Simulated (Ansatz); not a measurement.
A calculation with Ansatz (development build ahead of 0.2.0).

```yaml
crystal:
  periodic: [false, false, false]
  atoms:
    - { symbol: C, position_ang: [0.0, 0.0, -1.02717] }
    - { symbol: S, position_ang: [0.0, 0.0, 0.38519] }
basis:
  gaussian: { orbitals: def2-TZVP }
hamiltonian:
  xc: hf
correlation:
  method: mp2
  frozen_orbitals: { C: 1, S: 5 }
```

The input is written out in the form of the current development build from the run's settings.

Output:

```yaml
Converged: yes
Reference_energy: -435.33621 hartree
Correlation_energy: -0.29295 hartree
Total_energy: -435.62916 hartree
Spin_squared_of_the_determinant: 0.000
```
